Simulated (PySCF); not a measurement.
Beryllium: a sound run and one with changed settings

Sound run: Be [He] 2s2, Be⁺ [He] 2s1. All numbers are calculated (PySCF 2.14, no relativity, point nucleus, in cc-pVTZ (4s3p2d1f, 30 functions)). In the sound run the correlated levels freeze 1s2. The sound run starts from symmetry-adapted Hartree-Fock orbitals and uses a fine grid where one is needed.

A second run was set up differently.

```csv
species,method,sound run (hartree),changed run (hartree),converged
Be,UHF,-14.57287,-14.57287,yes
Be,PBE0,-14.63587,-14.63587,yes
Be,MN15,-14.66029,-14.66029,yes
Be,MP2,-14.60105,-14.57909,yes
Be,CCSD(T),-14.61843,-14.61843,yes
Be⁺,UHF,-14.27724,-14.27724,yes
Be⁺,PBE0,-14.30621,-14.30621,yes
Be⁺,MN15,-14.33166,-14.33166,yes
```

Ionisation energy of Be:

```tsv
method	sound run (eV)	changed run (eV)
UHF	8.045	8.045
PBE0	8.970	8.970
MN15	8.942	8.942
MP2	8.811	8.214
SCS-MP2	8.965	8.248
CCSD	9.284	9.284
CCSD(T)	9.284	9.284
CCSDT	9.284	9.284
FCI	9.284	9.284
```

(1) What was changed?
A. too few SCF iterations
B. radial grid too coarse
C. all electrons correlated in a valence basis
D. level shift left on

Results:

(1) D. It used initial guess minao, at most 50 SCF cycles, level shift 2.0 hartree. A level shift leaves the converged SCF energy unchanged but raises the virtual orbital energies, which shrinks MP2 if it is not removed.
